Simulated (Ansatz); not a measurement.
We consider hcp Ru, described by LDA (plane waves, PAW; Ansatz, an electronic-structure program).

Run with plane-wave cutoff 500 eV, 14×12×1 k mesh (along the axes of the cell as run), Fermi–Dirac smearing 0.1 eV, scalar-relativistic PAW data made under PBE.

### Question
Predict the surface energy of the (11-20) face and work function of the (11-20) face.

### Answer

- surface energy of the (11-20) face = 4.07 J/m²
- work function of the (11-20) face = 4.79 eV

The slab of 20 atoms is relaxed and unreconstructed.

The computed numbers hold no vibrational or temperature effects.

The result took around 70 core-minutes (rough).
